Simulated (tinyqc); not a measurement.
Harmonic frequencies on the unrestricted LDA (VWN5)/sto-6g surface (energies and gradients from PySCF), for LiH+, spin multiplicity 2, step by step. One step of it, computed by the program tinyqc.

Task: One row of the Hessian: 1Liz. Displace 1Liz by +/-0.005 bohr; H(k, :) = (g(+) - g(-)) / (2 delta).

optimised positions (bohr):
```
            x         y          z
1Li  0.000000  0.000000  -0.257570
2H   0.000000  0.000000   3.500312
```

gradient at +delta (hartree/bohr):
```
              x           y            z
1Li  0.00000000  0.00000000   0.00011475
2H   0.00000000  0.00000000  -0.00011321
```

gradient at -delta (hartree/bohr):
```
              x           y            z
1Li  0.00000000  0.00000000  -0.00010651
2H   0.00000000  0.00000000   0.00010802
```

Give: row of the Hessian.

Result:

row of the Hessian (hartree/bohr^2): 1Lix 0.000000, 1Liy 0.000000, 1Liz 0.022125, 2Hx 0.000000, 2Hy 0.000000, 2Hz -0.022123
